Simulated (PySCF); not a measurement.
## CH3FO

CH3FO is a small molecule, neutral, singlet. The structure, one conformer, was relaxed in the gas phase by PBE0-D3(BJ)/def2-SVP. No frequency run checks that it is a minimum.

SMILES: OCF

Coordinates in Å:
```
C1     -0.077    0.323   -0.030
O2     -0.056   -0.941   -0.545
F3      1.177    0.741    0.334
H4     -0.714    0.412    0.872
H5     -0.448    0.992   -0.823
H6      0.159   -1.562    0.161
```

Shieldings: GIAO PBE0/pcSseg-2. Shifts are against computed references at the same level: C TMS (σ 184.1 ppm), H TMS (σ 31.24 ppm). Core levels by delta-SCF with SCAN, pcX-2 on the ionised atom and pcseg-1 elsewhere, spin-free X2C; from the vacuum level, for chosen atoms.

**Question.** Give the NMR and core-level values of the distinct atoms.

**Answer.** 
| atoms | bonded to | σ (ppm) | δ (ppm) | core level (eV) |
| --- | --- | --- | --- | --- |
| C1 | 1 F + 1 O + 2 H | 80.3 | 103.9 | 1s 295.06 |
| O2 | 1 C + 1 H | 241.6 | - | 1s 539.94 |
| F3 | 1 C | 327.9 | - | 1s 692.77 |
| H4 | 1 C | 25.83 | 5.41 | - |
| H5 | 1 C | 26.10 | 5.14 | - |
| H6 | 1 O | 29.10 | 2.15 | - |

Values are those of this one static structure; atoms that internal rotation interchanges would show their mean in an NMR spectrum.

**Question.** By CAM-B3LYP/def2-SVPD (TDDFT singlets, Tamm-Dancoff triplets, ionisation by delta-SCF), where does absorption start, and what does vertical ionisation take?

**Answer.** The lowest singlet lies at 8.01 eV (f 0.009), the strongest of the first 6 at 10.11 eV (f 0.078), the lowest triplet at 7.65 eV; vertical ionisation takes 12.20 eV.

The 3 runs behind this took 24 s in all, one thread each of Arm Neoverse V1 on a shared host, launched as `OMP_NUM_THREADS=1 python cluster_run.py task.json out`.
